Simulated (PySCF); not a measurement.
# PH5F+, a complex of two parts: interaction energy

An exercise on one series of results from a longer session: the logs are not shown, and one member is left open.

Programs: PySCF 2.14.0. All values are calculated, for the isolated system unless a continuum is named. Atoms count from 0, parts from 1.

## Starting point

7 atoms, charge 1, multiplicity 1; geometry: GFN2-xTB. Parts: 1 = atoms 0–4, `[PH4+]`, charge 1; 2 = atoms 5–6, `F`, charge 0.

Set-up of the first run:

The job: settings as JSON, then the geometry in Å.

```
{"job": {"xc": "PBE0", "basis": "def2-TZVPD", "d3": "d3bj", "grid": 3, "kind": "geom", "shake": 0.01}, "charge": 1, "multiplicity": 1, "parts": [{"atoms": "0-4", "charge": 1, "multiplicity": 1}, {"atoms": "5-6", "charge": 0, "multiplicity": 1}]}
P     -0.022616    -0.001255     0.027496
H     -0.960310    -0.139708     1.023357
H      0.857914    -0.984153     0.024992
H      0.596471     1.245870     0.100760
H     -0.719519    -0.039295    -1.184387
F      1.184792     0.128428     2.211351
H      1.665193     0.158073     3.031500
```

Run with:

```sh
$ OMP_NUM_THREADS=1 python cluster_run.py task.json out
```

This one command runs all jobs of the session in turn.

Among the steps run: Optimising the geometry at PBE0-D3(BJ)/def2-TZVPD; Coupled-cluster interaction energy: CCSD(T) and MP2, 2.74 Å; Coupled-cluster interaction energy: CCSD(T) and MP2, 2.88 Å; Coupled-cluster interaction energy: CCSD(T) and MP2, 3.01 Å; Coupled-cluster interaction energy: CCSD(T) and MP2, 2.60 Å; Coupled-cluster interaction energy: CCSD(T) and MP2, 3.42 Å; Coupled-cluster interaction energy: CCSD(T) and MP2, 2.46 Å; Coupled-cluster interaction energy: CCSD(T) and MP2, 4.11 Å; Coupled-cluster interaction energy: CCSD(T) and MP2, 5.48 Å.

One of the session's tables, all rows but one given; the rest of the session is left out.

It belongs to the step «Coupled-cluster interaction energy: CCSD(T) and MP2, 5.48 Å». 

| method | interaction energy (kcal/mol) |
| --- | --- |
| HF/aug-cc-pVDZ | ? |
| MP2/aug-cc-pVDZ | -3.39 |
| CCSD/aug-cc-pVDZ | -3.40 |
| CCSD(T)/aug-cc-pVDZ | -3.37 |
| HF/aug-cc-pVQZ | -3.64 |
| MP2/aug-cc-pVQZ | -3.40 |
| SCS-MP2/aug-cc-pVQZ | -3.40 |
| MP2, extrapolated | -3.41 |
| CCSD(T), limit estimate | -3.39 |

Q: Estimate the row for HF/aug-cc-pVDZ from the others.

As computed: interaction energy (kcal/mol): -3.65. In the column «interaction energy (kcal/mol)» it is the lowest.
